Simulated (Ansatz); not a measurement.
System: OCl, charge 1, multiplicity 3. SMILES of the parent species: Cl[O]
Geometry from a B3LYP-D3(BJ)/def2-TZVP (Ansatz, a program for electronic structure) optimisation:
```
Cl
O 1 1.4807
```
Charge +1, spin multiplicity 3.

Parts of the frozen-core correlation energy in cc-pV(D+d)Z (Ansatz, hartree). Frozen orbitals: 6; correlated occupied orbitals by spin: 7 and 5; virtual: 24 and 26. Open shells are spin-unrestricted. Spin-orbit coupling is left out. Non-relativistic.

```tsv
term	value
reference (HF)	-533.87782
MP2 opposite-spin	-0.20419
MP2 same-spin	-0.08484
CCSD correlation	-0.31549
(T)	-0.01109
CCSDT minus CCSD(T)	-0.00077
T1 diagnostic	0.040
largest doubles amplitude	0.096
<S^2> of the reference	2.042
```
